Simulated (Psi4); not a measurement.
# H2O (SMILES O) at DSD-PBEP86/aug-cc-pVTZ (density fitting for correlation)

What is the vertical singlet–triplet gap of H2O at DSD-PBEP86/aug-cc-pVTZ (density fitting for correlation)? 

Program for the calculation: Psi4 1.11.

## (1) Starting point

H2O: 3 atoms, total charge 0, spin state singlet. SMILES: `O`. The coordinates come from a PBE0-D4/def2-TZVP relaxation.

Bond lengths: O1–H2 0.960 Å, O1–H3 0.960 Å. Angles: H2–O1–H3 105.1°.

## (2) A single-point energy at DSD-PBEP86/aug-cc-pVTZ (density fitting for correlation)

The input, job.inp:

```
memory 1.6 GB

molecule molecule1 {
  0 1
  O     -0.57202010     0.37832317    -0.26569549
  H      0.88155724     1.03632581     0.59583065
  H     -0.30953714    -1.41464898    -0.33013515
  units bohr
  symmetry c1
}

set {
  basis aug-cc-pVTZ
  puream true
  e_convergence 1e-09
  d_convergence 1e-08
  scf_type pk
  dft_radial_points 99
  dft_spherical_points 590
  num_frozen_docc 1
}

e_tot, wfn = energy("dsd-pbep86", return_wfn=True)
print_variables()
```

Command:

```sh
$ psi4 job.inp job.out -n 1
```

job.out:

```text
[...]
  Running in c1 symmetry.
[...]
  Nuclear repulsion =    9.171300737834468
[...]
  Multiplicity = 1
[...]
  Nalpha       = 5
  Nbeta        = 5
[...]
    Number of basis functions: 92
[...]
   @RKS iter   1:   -76.11200389325258   -4.13126e-01   5.77834e-03 ADIIS/DIIS
[...]
   @RKS iter   9:   -76.21481740950414   -1.29887e-11   4.91619e-09 DIIS
[...]
    Orbital Energies [Eh]
    ---------------------
    Doubly Occupied:
       1A    -20.067358     2A     -1.240964     3A     -0.659315
       4A     -0.522113     5A     -0.447461
[...]
  @RKS Final Energy:   -76.21481740950414
   => Energetics <=
    Nuclear Repulsion Energy =              9.1713007378344678
    One-Electron Energy =                -123.0009114789360609
    Two-Electron Energy =                  40.2711098914065673
    DFT Exchange-Correlation Energy =      -2.6563165598091176
    Empirical Dispersion Energy =           0.0000000000000000
    VV10 Nonlocal Energy =                  0.0000000000000000
    Total Energy =                        -76.2148174095041355
[...]
 Multipole Moments:
 ------------------------------------------------------------------------------------
     Multipole            Electronic (a.u.)      Nuclear  (a.u.)        Total (a.u.)
 ------------------------------------------------------------------------------------
 L = 1.  Multiply by 2.5417464519 to convert [e a0] to [Debye]
 Dipole X            :         -0.1796230            0.8318109            0.6521879
 Dipole Y            :          0.1084865           -0.5024246           -0.3939381
 Dipole Z            :          0.0000000           -0.0000000            0.0000000
 Magnitude           :                                                    0.7619293
[...]
```

Run time: 8.4 s. Hardware: 1 thread of Intel Xeon Platinum 8259CL at 2.50GHz (Skylake/Cascade Lake), shared host; peak memory 0.82 GiB.

## (3) The triplet

The input, h2o.xyz:

```xyz
3
H2O
O     -0.302700     0.200200    -0.140600
H      0.466500     0.548400     0.315300
H     -0.163800    -0.748600    -0.174700
```

The input, run_ase.py:

```python
import numpy as np
from ase.calculators.psi4 import Psi4
from ase.io import read

mol = read('h2o.xyz')
calc = Psi4(atoms=mol, method='dsd-pbep86', basis='aug-cc-pVTZ', memory='1600MB', num_threads=1, charge=0, multiplicity=3, label='h2o', reference='uks')
calc.psi4.set_options({'puream': True, 'e_convergence': 1e-09, 'd_convergence': 1e-08, 'scf_type': 'pk', 'dft_radial_points': 99, 'dft_spherical_points': 590, 'num_frozen_docc': 1, 'maxiter': 100})
mol.calc = calc

print(f'energy: {mol.get_potential_energy():.6f} eV')
```

Command:

```sh
$ python run_ase.py
```

h2o.dat:

```text
[...]
  Running in c1 symmetry.
[...]
  Nuclear repulsion =    9.171300754468179
[...]
  Multiplicity = 3
[...]
  Nalpha       = 6
  Nbeta        = 4
[...]
    Number of basis functions: 92
[...]
   @UKS iter   1:   -75.96254109997071   -2.63663e-01   1.92171e-03 DIIS/ADIIS
[...]
   @UKS iter  10:   -75.97865653254317   -4.25899e-11   9.18446e-09 DIIS
[...]
   @S^2 Observed:                2.004396535E+00
[...]
    Orbital Energies [Eh]
    ---------------------
    Alpha Occupied:
       1A    -20.337341     2A     -1.512998     3A     -0.867842
       4A     -0.774221     5A     -0.756196     6A     -0.171266
    Alpha Virtual:
       7A      0.006527     8A      0.055912     9A      0.071541
      10A      0.091133    11A      0.107527    12A      0.147899
      13A      0.173016    14A      0.193586    15A      0.215887
      16A      0.217191    17A      0.316388    18A      0.325657
      19A      0.354305    20A      0.477643    21A      0.523169
      22A      0.570322    23A      0.579573    24A      0.586007
      25A      0.700564    26A      0.704247    27A      0.723716
[...]
  @UKS Final Energy:   -75.97865653254317
   => Energetics <=
    Nuclear Repulsion Energy =              9.1713007544681791
    One-Electron Energy =                -120.8204123374539307
    Two-Electron Energy =                  38.2755263637800951
    DFT Exchange-Correlation Energy =      -2.6050713133375076
    Empirical Dispersion Energy =           0.0000000000000000
    VV10 Nonlocal Energy =                  0.0000000000000000
    Total Energy =                        -75.9786565325431695
[...]
 Multipole Moments:
 ------------------------------------------------------------------------------------
     Multipole            Electronic (a.u.)      Nuclear  (a.u.)        Total (a.u.)
 ------------------------------------------------------------------------------------
 L = 1.  Multiply by 2.5417464519 to convert [e a0] to [Debye]
 Dipole X            :         -1.2014968            0.7557969           -0.4456998
 Dipole Y            :          0.7944326           -0.4998697            0.2945630
 Dipole Z            :         -0.5581035            0.3510573           -0.2070461
 Magnitude           :                                                    0.5729606
[...]
```

On the terminal:

```text
energy: -2070.494294 eV
```

Wall time 13 s (1 thread of Intel Xeon Platinum 8259CL at 2.50GHz (Skylake/Cascade Lake), shared host); peak memory 0.84 GiB.

## (4) Summary of results

Level: DSD-PBEP86/aug-cc-pVTZ (density fitting for correlation), 1 core orbital frozen.

```
                                                         quantity         value
                                            singlet: total energy  -76.35461 Eh
                       singlet: HOMO energy (SCF part's orbitals)     -12.18 eV
                       singlet: LUMO energy (SCF part's orbitals)       0.45 eV
                     singlet: HOMO–LUMO gap (SCF part's orbitals)      12.63 eV
                                            triplet: total energy  -76.08926 Eh
triplet: HOMO energy (SCF part's orbitals) (highest over α and β)      -4.66 eV
 triplet: LUMO energy (SCF part's orbitals) (lowest over α and β)      -4.30 eV
                                                    triplet: ⟨S²⟩         2.004
                 vertical energy of the triplet above the singlet      7.220 eV
```

In words: At this shape the triplet lies 7.22 eV (697 kJ/mol) above the singlet.
